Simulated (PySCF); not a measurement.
# H2NO···CN-···H3N+: magnetic exchange

Aim: compute the magnetic exchange of H2NO···CN-···H3N+.

Computed with PySCF 2.14.0 and routines of our own; the level stands in each step. Atoms count from 0.

### Step 1. The system as given

10 atoms, charge 0, high-spin multiplicity 3; geometry from: GFN2-xTB fragments, placed rigidly.

The system (radical pair across a spacer): H2NO···CN-···H3N+. The radical centres are 3.73 Å apart, edge to face; the spin sites are atoms 0, 1, 2, 3 (1 unpaired) and atoms 4, 5, 6, 7 (1 unpaired).

### Step 2. Magnetic exchange: CASSCF and SC-NEVPT2/def2-SVP (2,2)

The job: settings as JSON, then the geometry in Å.

```
{"job": {"kind": "cas", "basis": "def2-SVP", "active": "magnetic", "zfs": true}, "charge": 0, "high_spin_multiplicity": 3, "spin_sites": [[[0, 1, 2, 3], 1], [[4, 5, 6, 7], 1]]}
N      0.027700    -0.000000    -1.829700
O     -1.244000    -0.000300    -1.948900
H      0.524800     0.878100    -1.956200
H      0.525400    -0.877800    -1.956200
N      0.027700    -0.000000     1.904100
H      0.027700    -0.528900     2.785700
H      0.027700     1.027900     1.921400
H      0.027700    -0.499000     1.005200
C      0.627800    -0.000000     0.037200
N     -0.572400    -0.000000     0.037200
```

With the program's defaults for keys left out, this is: CASSCF and SC-NEVPT2/def2-SVP spin states, gas phase.

Command:

```console
OMP_NUM_THREADS=1 python exch_run.py task.json out
```

The driver reads the jobs from task.json and runs them one after another.

Log:

```text
start orbitals: natural orbitals of the high-spin HF determinant (converged)
active space: 2 electrons in 2 orbitals, 19 closed; orbitals optimised for multiplicities 3 1
macro   0  E = -278.2686361982  dE =  0.000e+00  |g| = 1.399e-01
macro   1  E = -278.2721359058  dE = -3.500e-03  |g| = 8.323e-02
macro   2  E = -278.2728162097  dE = -6.803e-04  |g| = 3.046e-02
macro   3  E = -278.2729775952  dE = -1.614e-04  |g| = 1.302e-02
macro   4  E = -278.2730669982  dE = -8.940e-05  |g| = 9.041e-03
macro   5  E = -278.2730832520  dE = -1.625e-05  |g| = 5.589e-03
macro   6  E = -278.2730896685  dE = -6.416e-06  |g| = 1.991e-03
macro   7  E = -278.2730905356  dE = -8.672e-07  |g| = 9.553e-04
macro   8  E = -278.2730907588  dE = -2.231e-07  |g| = 4.571e-04
macro   9  E = -278.2730908440  dE = -8.519e-08  |g| = 3.169e-04
macro  10  E = -278.2730908758  dE = -3.188e-08  |g| = 2.111e-04
CASSCF converged, mean energy = -278.2730908758
2S+1 = 3  root 0  E(CAS) = -278.27639531  E(NEVPT2) = -279.08847293  occupations 1.000 1.000
2S+1 = 1  root 0  E(CAS) = -278.26978644  E(NEVPT2) = -279.09591866  occupations 1.328 0.672
2S+1 = 1  root 1  E(CAS) = -277.99509154  E(NEVPT2) = -279.14130922  occupations 1.980 0.020
2S+1 = 1  root 2  E(CAS) = -277.84402991  E(NEVPT2) = -278.95350929  occupations 1.990 0.010
D(spin-spin) = -0.2172 cm-1, E/D = 0.305
D(spin-orbit) = -0.0002 cm-1, D(total) = -0.2171 cm-1, E/D = 0.305
```

Run time: 5.8 s. Hardware: 1 thread of Arm Neoverse N1, shared host; peak memory 0.25 GiB.

J and the spin gap of this run are not to be taken as properties: root 1 of multiplicity 1 falls 28 kcal/mol below the states compared once NEVPT2 is added, so the orbitals were not made for the lowest state; the high-spin state holds 1.05 and 0.17 unpaired electrons on sites meant for 1 and 1.

Mulliken spin populations of the high-spin state:

```tsv
atom	value (e)
N0	0.20
O1	0.83
H2	0.01
H3	0.01
N4	0.12
H5	0.03
H6	0.00
H7	0.02
C8	0.08
N9	0.70
```

### Step 3. Magnetic exchange: HF/def2-SVP

Settings changed since step 2:

```diff
@@ -1,2 +1,2 @@
-{"job": {"kind": "cas", "basis": "def2-SVP", "active": "magnetic", "zfs": true}, "charge": 0, "high_spin_multiplicity": 3, "spin_sites": [[[0, 1, 2, 3], 1], [[4, 5, 6, 7], 1]]}
+{"job": {"kind": "bs", "xc": "HF", "basis": "def2-SVP", "rks": true}, "charge": 0, "high_spin_multiplicity": 3, "spin_sites": [[[0, 1, 2, 3], 1], [[4, 5, 6, 7], 1]]}
 N      0.027700    -0.000000    -1.829700
```

With the program's defaults for keys left out, this is: HF/def2-SVP high-spin, broken-symmetry and restricted single points, gas phase.

Log:

```text
high-spin state, multiplicity 3
final grid: 82256 points
cycle   1  E = -278.0767147998  dE =  1.328e+00  |g| = 5.874e-01  |ddm| = 2.470e+00
cycle   2  E = -278.1789391611  dE = -1.022e-01  |g| = 4.922e-01  |ddm| = 8.929e-01
cycle   3  E = -278.2728485059  dE = -9.391e-02  |g| = 8.024e-02  |ddm| = 4.145e-01
cycle   4  E = -278.2835153370  dE = -1.067e-02  |g| = 4.545e-02  |ddm| = 1.679e-01
cycle   5  E = -278.2877427545  dE = -4.227e-03  |g| = 3.189e-02  |ddm| = 1.042e-01
cycle   6  E = -278.2903489999  dE = -2.606e-03  |g| = 2.225e-02  |ddm| = 8.169e-02
cycle   7  E = -278.2921895607  dE = -1.841e-03  |g| = 1.277e-02  |ddm| = 8.607e-02
cycle   8  E = -278.2928764871  dE = -6.869e-04  |g| = 7.059e-03  |ddm| = 5.984e-02
cycle   9  E = -278.2930651550  dE = -1.887e-04  |g| = 4.739e-03  |ddm| = 2.759e-02
cycle  10  E = -278.2931746765  dE = -1.095e-04  |g| = 3.119e-03  |ddm| = 2.398e-02
cycle  11  E = -278.2932311593  dE = -5.648e-05  |g| = 1.925e-03  |ddm| = 2.001e-02
cycle  12  E = -278.2932487179  dE = -1.756e-05  |g| = 1.343e-03  |ddm| = 9.610e-03
cycle  13  E = -278.2932586162  dE = -9.898e-06  |g| = 8.647e-04  |ddm| = 8.692e-03
cycle  14  E = -278.2932624561  dE = -3.840e-06  |g| = 4.635e-04  |ddm| = 5.686e-03
cycle  15  E = -278.2932635230  dE = -1.067e-06  |g| = 2.348e-04  |ddm| = 3.175e-03
cycle  16  E = -278.2932637446  dE = -2.215e-07  |g| = 1.389e-04  |ddm| = 1.195e-03
cycle  17  E = -278.2932638084  dE = -6.383e-08  |g| = 9.101e-05  |ddm| = 5.033e-04
cycle  18  E = -278.2932638371  dE = -2.873e-08  |g| = 5.890e-05  |ddm| = 3.431e-04
cycle  19  E = -278.2932638518  dE = -1.471e-08  |g| = 4.072e-05  |ddm| = 2.523e-04
cycle  20  E = -278.2932638595  dE = -7.633e-09  |g| = 2.895e-05  |ddm| = 1.969e-04
converged SCF energy = -278.2932638595

broken-symmetry state, M_S = 0, start: spins of the second site flipped
final grid: 82256 points
cycle   1  E = -278.2806558595  dE = -2.448e-02  |g| = 5.922e-02  |ddm| = 2.113e-01
cycle   2  E = -278.2845706166  dE = -3.915e-03  |g| = 2.841e-02  |ddm| = 9.204e-02
cycle   3  E = -278.2858719600  dE = -1.301e-03  |g| = 1.665e-02  |ddm| = 6.234e-02
cycle   4  E = -278.2863670255  dE = -4.951e-04  |g| = 1.169e-02  |ddm| = 3.262e-02
cycle   5  E = -278.2869295252  dE = -5.625e-04  |g| = 7.895e-03  |ddm| = 4.840e-02
cycle   6  E = -278.2872363429  dE = -3.068e-04  |g| = 5.423e-03  |ddm| = 3.875e-02
cycle   7  E = -278.2874519116  dE = -2.156e-04  |g| = 2.915e-03  |ddm| = 4.779e-02
cycle   8  E = -278.2874942569  dE = -4.235e-05  |g| = 1.783e-03  |ddm| = 1.773e-02
cycle   9  E = -278.2875113013  dE = -1.704e-05  |g| = 1.044e-03  |ddm| = 1.234e-02
cycle  10  E = -278.2875161406  dE = -4.839e-06  |g| = 6.112e-04  |ddm| = 5.667e-03
cycle  11  E = -278.2875179111  dE = -1.771e-06  |g| = 3.941e-04  |ddm| = 3.377e-03
cycle  12  E = -278.2875184432  dE = -5.321e-07  |g| = 2.705e-04  |ddm| = 1.439e-03
cycle  13  E = -278.2875187594  dE = -3.161e-07  |g| = 1.720e-04  |ddm| = 1.194e-03
cycle  14  E = -278.2875189062  dE = -1.468e-07  |g| = 1.073e-04  |ddm| = 9.133e-04
cycle  15  E = -278.2875189550  dE = -4.875e-08  |g| = 6.489e-05  |ddm| = 5.687e-04
cycle  16  E = -278.2875189697  dE = -1.476e-08  |g| = 4.082e-05  |ddm| = 2.890e-04
cycle  17  E = -278.2875189752  dE = -5.467e-09  |g| = 2.689e-05  |ddm| = 1.589e-04
converged SCF energy = -278.2875189752

<S^2> high spin = 2.0534, broken symmetry = 1.0428
E(HS) - E(BS) = -1260.86 cm-1
J_noodleman = 1260.86 cm-1
J_unprojected = 630.43 cm-1
J_yamaguchi = 1247.73 cm-1

restricted closed-shell singlet
final grid: 82256 points
cycle   1  E = -278.0878841271  dE = -2.180e-02  |g| = 8.075e-01  |ddm| = 1.565e+00
cycle   2  E = -278.1284508120  dE = -4.057e-02  |g| = 6.880e-01  |ddm| = 1.280e+00
cycle   3  E = -278.2288993007  dE = -1.004e-01  |g| = 6.937e-02  |ddm| = 6.228e-01
cycle   4  E = -278.2312400470  dE = -2.341e-03  |g| = 3.864e-02  |ddm| = 1.127e-01
cycle   5  E = -278.2323131442  dE = -1.073e-03  |g| = 1.656e-02  |ddm| = 7.841e-02
cycle   6  E = -278.2326253765  dE = -3.122e-04  |g| = 5.067e-03  |ddm| = 6.100e-02
cycle   7  E = -278.2326489652  dE = -2.359e-05  |g| = 3.256e-03  |ddm| = 1.399e-02
cycle   8  E = -278.2326595118  dE = -1.055e-05  |g| = 1.781e-03  |ddm| = 1.025e-02
cycle   9  E = -278.2326641900  dE = -4.678e-06  |g| = 7.686e-04  |ddm| = 8.035e-03
cycle  10  E = -278.2326653324  dE = -1.142e-06  |g| = 4.243e-04  |ddm| = 4.186e-03
cycle  11  E = -278.2326656748  dE = -3.424e-07  |g| = 2.039e-04  |ddm| = 2.452e-03
cycle  12  E = -278.2326657765  dE = -1.017e-07  |g| = 7.313e-05  |ddm| = 1.600e-03
cycle  13  E = -278.2326657848  dE = -8.348e-09  |g| = 3.085e-05  |ddm| = 4.315e-04
converged SCF energy = -278.2326657848
```

Wall time 3.6 s (1 thread of Arm Neoverse N1, shared host); peak memory 0.25 GiB.

J and the spin gap of this run are not to be taken as properties: the high-spin state holds 1.07 and 0.19 unpaired electrons on sites meant for 1 and 1.

Key values:

```tsv
quantity	value
closed shell less high spin (no spin gap: the broken-symmetry state lies far lower)	38.0 kcal/mol
```

### Step 4. Magnetic exchange: wB97X/def2-SVP

Settings changed since step 3:

```diff
@@ -1,2 +1,2 @@
-{"job": {"kind": "bs", "xc": "HF", "basis": "def2-SVP", "rks": true}, "charge": 0, "high_spin_multiplicity": 3, "spin_sites": [[[0, 1, 2, 3], 1], [[4, 5, 6, 7], 1]]}
+{"job": {"kind": "bs", "xc": "wB97X", "grid": 1, "basis": "def2-SVP", "rks": true}, "charge": 0, "high_spin_multiplicity": 3, "spin_sites": [[[0, 1, 2, 3], 1], [[4, 5, 6, 7], 1]]}
 N      0.027700    -0.000000    -1.829700
```

Level: wB97X/def2-SVP high-spin, broken-symmetry and restricted single points, gas phase.

Log:

```text
high-spin state, multiplicity 3
final grid: 38080 points
cycle   1  E = -279.8288376513  dE = -2.445e-02  |g| = 5.455e-02  |ddm| = 2.840e-01
cycle   2  E = -279.8321924352  dE = -3.355e-03  |g| = 3.201e-02  |ddm| = 1.142e-01
cycle   3  E = -279.8331765928  dE = -9.842e-04  |g| = 1.877e-02  |ddm| = 4.708e-02
cycle   4  E = -279.8338319109  dE = -6.553e-04  |g| = 1.220e-02  |ddm| = 4.486e-02
cycle   5  E = -279.8340831064  dE = -2.512e-04  |g| = 4.599e-03  |ddm| = 2.974e-02
cycle   6  E = -279.8341753892  dE = -9.228e-05  |g| = 2.648e-03  |ddm| = 2.384e-02
cycle   7  E = -279.8341900146  dE = -1.463e-05  |g| = 1.149e-03  |ddm| = 8.593e-03
cycle   8  E = -279.8341947413  dE = -4.727e-06  |g| = 5.642e-04  |ddm| = 5.273e-03
cycle   9  E = -279.8341956317  dE = -8.904e-07  |g| = 3.125e-04  |ddm| = 1.942e-03
cycle  10  E = -279.8341960231  dE = -3.915e-07  |g| = 1.711e-04  |ddm| = 1.429e-03
cycle  11  E = -279.8341961804  dE = -1.572e-07  |g| = 1.070e-04  |ddm| = 1.045e-03
cycle  12  E = -279.8341962261  dE = -4.574e-08  |g| = 6.977e-05  |ddm| = 5.338e-04
cycle  13  E = -279.8341962478  dE = -2.172e-08  |g| = 3.554e-05  |ddm| = 4.271e-04
cycle  14  E = -279.8341962541  dE = -6.324e-09  |g| = 1.571e-05  |ddm| = 2.778e-04
converged SCF energy = -279.8341962541

broken-symmetry state, M_S = 0, start: spins of the second site flipped
final grid: 38080 points
cycle   1  E = -279.8345659469  dE = -1.872e-02  |g| = 7.071e-02  |ddm| = 2.607e-01
cycle   2  E = -279.8398120432  dE = -5.246e-03  |g| = 6.368e-02  |ddm| = 1.581e-01
cycle   3  E = -279.8425351662  dE = -2.723e-03  |g| = 2.832e-02  |ddm| = 7.691e-02
cycle   4  E = -279.8447965876  dE = -2.261e-03  |g| = 1.308e-02  |ddm| = 1.174e-01
cycle   5  E = -279.8454209695  dE = -6.244e-04  |g| = 9.380e-03  |ddm| = 5.855e-02
cycle   6  E = -279.8458397968  dE = -4.188e-04  |g| = 5.201e-03  |ddm| = 6.857e-02
cycle   7  E = -279.8459093259  dE = -6.953e-05  |g| = 2.660e-03  |ddm| = 2.886e-02
cycle   8  E = -279.8459216969  dE = -1.237e-05  |g| = 1.055e-03  |ddm| = 1.040e-02
cycle   9  E = -279.8459252367  dE = -3.540e-06  |g| = 6.354e-04  |ddm| = 4.231e-03
cycle  10  E = -279.8459270602  dE = -1.823e-06  |g| = 5.032e-04  |ddm| = 3.437e-03
cycle  11  E = -279.8459280148  dE = -9.547e-07  |g| = 1.962e-04  |ddm| = 3.020e-03
cycle  12  E = -279.8459282575  dE = -2.427e-07  |g| = 9.878e-05  |ddm| = 1.625e-03
cycle  13  E = -279.8459283004  dE = -4.285e-08  |g| = 5.835e-05  |ddm| = 6.601e-04
cycle  14  E = -279.8459283083  dE = -7.980e-09  |g| = 3.442e-05  |ddm| = 2.500e-04
converged SCF energy = -279.8459283083

<S^2> high spin = 2.0131, broken symmetry = 0.6656
E(HS) - E(BS) = 2574.89 cm-1
J_noodleman = -2574.89 cm-1
J_unprojected = -1287.44 cm-1
J_yamaguchi = -1910.91 cm-1

restricted closed-shell singlet
final grid: 38080 points
cycle   1  E = -279.6716352967  dE =  1.025e-01  |g| = 9.099e-01  |ddm| = 1.209e+00
cycle   2  E = -279.5216227165  dE =  1.500e-01  |g| = 1.274e+00  |ddm| = 1.618e+00
cycle   3  E = -279.8339149305  dE = -3.123e-01  |g| = 7.787e-02  |ddm| = 9.566e-01
cycle   4  E = -279.8346969623  dE = -7.820e-04  |g| = 6.400e-02  |ddm| = 1.097e-01
cycle   5  E = -279.8357738203  dE = -1.077e-03  |g| = 1.179e-02  |ddm| = 6.734e-02
cycle   6  E = -279.8359294143  dE = -1.556e-04  |g| = 6.691e-03  |ddm| = 3.562e-02
cycle   7  E = -279.8359762377  dE = -4.682e-05  |g| = 2.584e-03  |ddm| = 2.187e-02
cycle   8  E = -279.8359870543  dE = -1.082e-05  |g| = 1.233e-03  |ddm| = 1.263e-02
cycle   9  E = -279.8359886395  dE = -1.585e-06  |g| = 7.721e-04  |ddm| = 4.911e-03
cycle  10  E = -279.8359889600  dE = -3.204e-07  |g| = 2.660e-04  |ddm| = 1.949e-03
cycle  11  E = -279.8359890041  dE = -4.416e-08  |g| = 7.496e-05  |ddm| = 6.520e-04
cycle  12  E = -279.8359890116  dE = -7.529e-09  |g| = 3.426e-05  |ddm| = 2.949e-04
converged SCF energy = -279.8359890116
```

It took 19 s on 1 thread of Arm Neoverse N1, shared host; peak memory 0.37 GiB.

J and the spin gap of this run are not to be taken as properties: the high-spin state holds 1.04 and 0.28 unpaired electrons on sites meant for 1 and 1.

Key values:

```tsv
quantity	value
closed shell less high spin (no spin gap: the broken-symmetry state lies far lower)	-1.1 kcal/mol
```

### Step 5. Magnetic exchange: CASSCF and SC-NEVPT2/def2-SVP (4,4)

Settings changed since step 4:

```diff
@@ -1,2 +1,2 @@
-{"job": {"kind": "bs", "xc": "wB97X", "grid": 1, "basis": "def2-SVP", "rks": true}, "charge": 0, "high_spin_multiplicity": 3, "spin_sites": [[[0, 1, 2, 3], 1], [[4, 5, 6, 7], 1]]}
+{"job": {"kind": "cas", "basis": "def2-SVP", "active": "natural", "max": 6, "thr": 0.008, "zfs": false}, "charge": 0, "high_spin_multiplicity": 3, "spin_sites": [[[0, 1, 2, 3], 1], [[4, 5, 6, 7], 1]]}
 N      0.027700    -0.000000    -1.829700
```

Method: CASSCF and SC-NEVPT2/def2-SVP spin states, gas phase.

Log:

```text
start orbitals: natural orbitals of the high-spin HF determinant (converged)
active space: 4 electrons in 4 orbitals, 18 closed; orbitals optimised for multiplicities 3 1
macro   0  E = -278.2921133084  dE =  0.000e+00  |g| = 1.575e-01
macro   1  E = -278.2983843627  dE = -6.271e-03  |g| = 8.215e-02
macro   2  E = -278.2996278108  dE = -1.243e-03  |g| = 4.175e-02
macro   3  E = -278.2999810166  dE = -3.532e-04  |g| = 1.702e-02
macro   4  E = -278.3001554619  dE = -1.744e-04  |g| = 1.162e-02
macro   5  E = -278.3001905181  dE = -3.506e-05  |g| = 6.665e-03
macro   6  E = -278.3002042487  dE = -1.373e-05  |g| = 2.578e-03
macro   7  E = -278.3002071117  dE = -2.863e-06  |g| = 1.816e-03
macro   8  E = -278.3002087554  dE = -1.644e-06  |g| = 1.330e-03
macro   9  E = -278.3002094491  dE = -6.937e-07  |g| = 7.810e-04
macro  10  E = -278.3002096572  dE = -2.081e-07  |g| = 3.452e-04
macro  11  E = -278.3002097077  dE = -5.049e-08  |g| = 1.954e-04
CASSCF converged, mean energy = -278.3002097077
2S+1 = 3  root 0  E(CAS) = -278.30349363  E(NEVPT2) = -279.08736221  occupations 1.939 1.000 1.000 0.061
2S+1 = 1  root 0  E(CAS) = -278.29692578  E(NEVPT2) = -279.09412333  occupations 1.938 1.327 0.673 0.062
```

Run time: 2 s. Hardware: 1 thread of Arm Neoverse N1, shared host; peak memory 0.35 GiB.

J and the spin gap of this run are not to be taken as properties: the high-spin state holds 1.05 and 0.16 unpaired electrons on sites meant for 1 and 1.

### Step 6. Magnetic exchange: CASSCF and SC-NEVPT2/6-31+G* (4,4)

Settings changed since step 5:

```diff
@@ -1,2 +1,2 @@
-{"job": {"kind": "cas", "basis": "def2-SVP", "active": "natural", "max": 6, "thr": 0.008, "zfs": false}, "charge": 0, "high_spin_multiplicity": 3, "spin_sites": [[[0, 1, 2, 3], 1], [[4, 5, 6, 7], 1]]}
+{"job": {"kind": "cas", "basis": "6-31+G*", "active": "natural", "max": 6, "thr": 0.008, "zfs": false, "x2c": false}, "charge": 0, "high_spin_multiplicity": 3, "spin_sites": [[[0, 1, 2, 3], 1], [[4, 5, 6, 7], 1]]}
 N      0.027700    -0.000000    -1.829700
```

Level: CASSCF and SC-NEVPT2/6-31+G* spin states, gas phase.

Log:

```text
start orbitals: natural orbitals of the high-spin HF determinant (converged)
active space: 4 electrons in 4 orbitals, 18 closed; orbitals optimised for multiplicities 3 1
macro   0  E = -278.5084513968  dE =  0.000e+00  |g| = 1.670e-01
macro   1  E = -278.5153993459  dE = -6.948e-03  |g| = 8.951e-02
macro   2  E = -278.5167930891  dE = -1.394e-03  |g| = 4.434e-02
macro   3  E = -278.5171843516  dE = -3.913e-04  |g| = 1.646e-02
macro   4  E = -278.5173625883  dE = -1.782e-04  |g| = 1.169e-02
macro   5  E = -278.5174002333  dE = -3.764e-05  |g| = 7.146e-03
macro   6  E = -278.5174156751  dE = -1.544e-05  |g| = 3.007e-03
macro   7  E = -278.5174192113  dE = -3.536e-06  |g| = 2.007e-03
macro   8  E = -278.5174213730  dE = -2.162e-06  |g| = 1.550e-03
macro   9  E = -278.5174224195  dE = -1.046e-06  |g| = 9.638e-04
macro  10  E = -278.5174227031  dE = -2.837e-07  |g| = 3.896e-04
macro  11  E = -278.5174227533  dE = -5.013e-08  |g| = 1.601e-04
CASSCF converged, mean energy = -278.5174227533
2S+1 = 3  root 0  E(CAS) = -278.51964348  E(NEVPT2) = -279.28193517  occupations 1.939 1.000 1.000 0.061
2S+1 = 1  root 0  E(CAS) = -278.51520203  E(NEVPT2) = -279.29323047  occupations 1.939 1.381 0.619 0.061
```

It took 5 s on 1 thread of Arm Neoverse N1, shared host; peak memory 0.35 GiB.

J and the spin gap of this run are not to be taken as properties: the high-spin state holds 1.05 and 0.14 unpaired electrons on sites meant for 1 and 1.

[end of part 1 of 2]
